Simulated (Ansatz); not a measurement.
Born–Oppenheimer molecular dynamics of CH$_{3}$SSi (6 atoms, charge 0, multiplicity 2). It starts from a relaxed structure.

Method: UKS PBE0-D4/6-31G (Ansatz 0.2.0).

| Property | Result |
| --- | --- |
| ensemble | NVE (velocity Verlet) |
| time step | 0.5 fs |
| steps asked | 155 |
| starting velocities drawn for | 500 K |
| masses | H 2.014 u |
| seed | 15751 |

First frame:

```xyz
6
Properties=species:S:1:pos:R:3
Si -0.856 0.354 -0.796
C 0.113 -0.486 0.345
S 1.082 -0.356 1.796
H -1.677 -0.441 -1.753
H -0.917 1.847 -0.920
H 2.256 -0.917 1.328
```

What does the run give?

All steps were run.

```
steps done                                               : 155
time covered                                             : 77.5 fs
mean temperature over the second half                    : 232 K
spread of the potential energy over the second half      : 7.9 meV per atom
mean potential energy of the second half above the start : 23.2 meV per atom
```

The conserved energy stayed within 0.14 meV per atom of its start (net change 0.0098 meV per atom), so the integration is sound. The temperature averaged 0.46 of the 500 K drawn at the start: a run that starts near a minimum puts about half its kinetic energy into the potential. A run of 0.077 ps of so small a system gives no equilibrium averages. Limits of this set-up: no polarisation functions.

What happens to the structure?

The same pairs are bonded in the first frame and the last. Pairs count as bonded within 1.25 times the sum of covalent radii (0.12 Å more for H–H). The details hang on the random start.

How do temperature and energy run in time?


```
time (fs)  T (K)  potential energy less start (eV)  conserved less start (meV/atom)
      0.0    500                             0.000                             0.00
      3.5    309                             0.099                             0.08
      7.0    200                             0.156                             0.11
     10.5    351                             0.077                             0.03
     14.0    264                             0.122                             0.04
     17.5    136                             0.189                             0.12
     21.0    379                             0.063                             0.00
     24.5    262                             0.124                             0.07
     28.0    143                             0.185                             0.11
     31.5    292                             0.108                             0.05
     35.0    270                             0.119                             0.02
     38.5     56                             0.230                             0.14
     42.0    274                             0.117                             0.01
     45.5    245                             0.132                             0.06
     49.0    118                             0.198                             0.11
     52.5    279                             0.115                             0.06
     56.0    369                             0.068                             0.00
     59.5    125                             0.194                             0.13
     63.0    254                             0.127                             0.03
     66.5    267                             0.121                             0.04
     70.0    110                             0.203                             0.11
     73.5    233                             0.138                             0.08
     77.0    391                             0.057                             0.01
```

Run time: 5.2 min on 1 thread of Arm Neoverse V2, on a shared host, peak memory 0.2 GiB.
